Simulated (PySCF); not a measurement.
Species: C3H4FNO.
Z-matrix (Å and degrees, PBE0-D3(BJ)/def2-SVP geometry), rows numbered from 1:
```
O 
C   1  1.2058
N   2  1.3669  1  124.56
C   3  1.3862  2  122.66  1     0.07
C   4  1.3330  3  123.43  2   179.82
F   5  1.3397  4  120.91  3     0.34
H   2  1.1149  1  123.49  3  -179.87
H   3  1.0131  2  119.14  1   179.94
H   4  1.0903  3  115.17  2    -0.15
H   5  1.0902  4  124.78  3  -179.90
```

Theory: EOM-IP-CCSD/aug-cc-pVDZ in PySCF, restricted Hartree–Fock reference, 6 core orbitals frozen, non-relativistic, gas phase, PBE0-D3(BJ)/def2-SVP geometry.

Hartree–Fock orbital energies give these Koopmans values (eV): HOMO 9.42, HOMO-1 12.31, HOMO-2 13.22, HOMO-3 15.93, HOMO-4 16.32, HOMO-5 16.48, HOMO-6 17.65, HOMO-7 18.96.

Problem. What vertical ionisation energies does EOM-IP-CCSD give?

Solution. 
```csv
leading hole (HF orbital),Koopmans (eV),EOM-IP-CCSD (eV),change (eV),one-hole share
HOMO,9.42,9.01,-0.41,0.96
HOMO-1,12.31,10.42,-1.89,0.94
HOMO-2,13.22,12.13,-1.09,0.93
HOMO-3,15.93,14.02,-1.91,0.95
HOMO-4,16.32,14.71,-1.61,0.95
HOMO-5,16.48,14.81,-1.67,0.90
HOMO-6,17.65,15.72,-1.93,0.94
HOMO-7,18.96,16.76,-2.20,0.94
```

Problem. Does the order of the lines follow the orbital energies?

Solution. Yes, no two lines change places. The corrections run from -2.20 to -0.41 eV, with a mean of -1.59 eV over the 8 lines; no line lies above its Koopmans value.

Problem. At what kinetic energies would He II light (40.81 eV) eject these electrons?

Solution. 31.80 eV (HOMO), 30.39 eV (HOMO-1), 28.68 eV (HOMO-2), 26.79 eV (HOMO-3), 26.10 eV (HOMO-4), 26.00 eV (HOMO-5), 25.09 eV (HOMO-6), 24.05 eV (HOMO-7).

Problem. What total energy has the lowest final state, and which wavelength reaches it?

Solution. E(CCSD) + ionisation energy = -345.71123 + 0.33097 = -345.38026 Eh, at the geometry of the initial state. The threshold wavelength is 1239.84 eV nm/9.01 eV = 137.6 nm.

Lines less than 0.15 eV apart could change places at a higher level. One root was sought for each valence orbital with −ε under 21 eV, eight at most, so deeper holes and satellites are missing; no vibrational structure.

One conformer stands for the species.
